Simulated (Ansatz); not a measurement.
# BNH (sextet): wave-function methods side by side, def2-TZVPP

One table from this session's results is given with a row withheld; the runs are named, their logs left out.

Program: Ansatz 0.2.0, Gaussian basis. Level of theory: def2-TZVPP, core rule «outside noble gas», up to 2 orbitals frozen. These are calculated values, not measurements.

The runs, in order: UHF; ROHF; CCSD(T) on UHF.

**The system**

The geometry is a PBE0/def2-TZVP stationary point (not a proven minimum) of the parent state, kept for this charge and spin.

3 atoms, charge 0, spin multiplicity 6.

Atoms are counted from 1 here; the program's logs count them from 0.

Bond lengths: B1–N2 1.503 Å, B1–H3 1.206 Å. Angles: N2–B1–H3 117.0°.

Set-up of the first run:

in.yaml reads:

```yaml
crystal:
  periodic: [false, false, false]
  atoms:
    - {symbol: B, position_ang: [0.000000, -0.185227, 0.772970]}
    - {symbol: N, position_ang: [0.000000, 0.087426, -0.705019]}
    - {symbol: H, position_ang: [0.000000, 0.771807, 1.506451]}
basis:
  gaussian: {orbitals: def2-TZVPP}
magnetization: {spin_polarized: true, initial_magnetization: 5}
hamiltonian: {xc: hf}
output: {orbitals: {seedname: orbitals}}
```

Run with:

```console
> ansatz run in.yaml --threads 1 --pin off --events-out ev --progress --plain --max-ram 4096MiB --backend cpu
```

Steps of the session up to this table: UHF; ROHF; CCSD(T) on UHF.

One table of the session follows, with a row left open; its other results are not shown here.

| method | from UCCSD(T) (meV) |
| --- | --- |
| ROHF | +5519.9 |
| UHF | +5406.8 |
| UMP2 | +1028.4 |
| UCCSD | ? |
| UCCSD(T) | 0 |

**Question.** Estimate the row for UCCSD.

The run gave: from UCCSD(T) (meV): +169.9. In the column «from UCCSD(T) (meV)» it lies between UCCSD(T) (0) and UMP2 (+1028.4).
